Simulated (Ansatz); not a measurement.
We consider bcc V, described by r²SCAN (Ansatz, an electronic-structure program, PAW).

A relaxed, unreconstructed slab of the (111) face has 18 atoms, two equal faces of 15.422 Å² each and an energy of -52501.4848 eV. A bulk cell of 3 atoms with the same orientation and in-plane k mesh has -8751.1976 eV. Energies are extrapolated to zero smearing.

Settings: plane-wave cutoff 500 eV, 18×18×1 k mesh (along the axes of the cell as run), Fermi–Dirac smearing 0.1 eV, scalar-relativistic PAW data made under PBE.

Worked out: γ = (E_slab − N E_bulk per atom)/2A = [-52501.4848 − 18 × (-8751.1976/3)]/(2 × 15.422) = 0.1848 eV/Å². With 16.022 J/m² per eV/Å² this is 2.96 J/m², or 2.85 eV per surface cell and face.
